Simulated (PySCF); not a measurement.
**The first ionisation energy along the second row**

All values are computed (PySCF 2.14, energy differences of UHF-based or UKS calculations, no spin-orbit coupling). Values in eV. The last column holds reference values (NIST; (s) semi-empirical, (t) theoretical, else measured). Unmarked ones compare directly (S terms, centres of terms, or small fine structure); those marked * lie between the lowest fine-structure levels and include a spin-orbit shift.

```
                                                                                 element               configurations  CCSD (valence and next inner shell)  SCS-MP2 (valence)  CCSD (valence)  CCSD(T) (valence)     LDA     PBE  reference
Li (aug-cc-pCVTZ-DK with one added diffuse shell each of s, p, d, f type, spin-free X2C)               [He] 2s1 → 1s2                                5.380                n/a             n/a                n/a     n/a     n/a      5.392
Be (aug-cc-pCVTZ-DK with one added diffuse shell each of s, p, d, f type, spin-free X2C)          [He] 2s2 → [He] 2s1                                9.293              8.983           9.290              9.290   9.027   9.001      9.323
 B (aug-cc-pCVTZ-DK with one added diffuse shell each of s, p, d, f type, spin-free X2C)      [He] 2s2 2p1 → [He] 2s2                                8.198              8.228           8.173              8.210   8.637   8.667      8.297
 C (aug-cc-pCVTZ-DK with one added diffuse shell each of s, p, d, f type, spin-free X2C)  [He] 2s2 2p2 → [He] 2s2 2p1                               11.175             11.117          11.150             11.179  11.684  11.536     11.262
 O (aug-cc-pCVTZ-DK with one added diffuse shell each of s, p, d, f type, spin-free X2C)  [He] 2s2 2p4 → [He] 2s2 2p3                               13.381             13.440          13.368             13.418  13.999  14.058     13.608
 F (aug-cc-pCVTZ-DK with one added diffuse shell each of s, p, d, f type, spin-free X2C)  [He] 2s2 2p5 → [He] 2s2 2p4                               17.208             17.296          17.195             17.257  17.960  17.656     17.427
Ne (aug-cc-pCVTZ-DK with one added diffuse shell each of s, p, d, f type, spin-free X2C)          [Ne] → [He] 2s2 2p5                               21.387             21.504          21.374             21.446  22.194  21.661     21.597
```

Q: Fill in the row of N (aug-cc-pCVTZ-DK with one added diffuse shell each of s, p, d, f type, spin-free X2C) ([He] 2s2 2p3 → [He] 2s2 2p2).

A: CCSD (valence and next inner shell) 14.465; SCS-MP2 (valence) 14.321; CCSD (valence) 14.440; CCSD(T) (valence) 14.467; LDA 15.001; PBE 14.726; reference 14.545 (eV).

"Valence" correlates the outer s and p shells and, in groups 3 to 12 and the f block, the outer d or f shell, open or full, or the next shell where the ion has no valence electron left; the wider scheme adds the next inner shell.
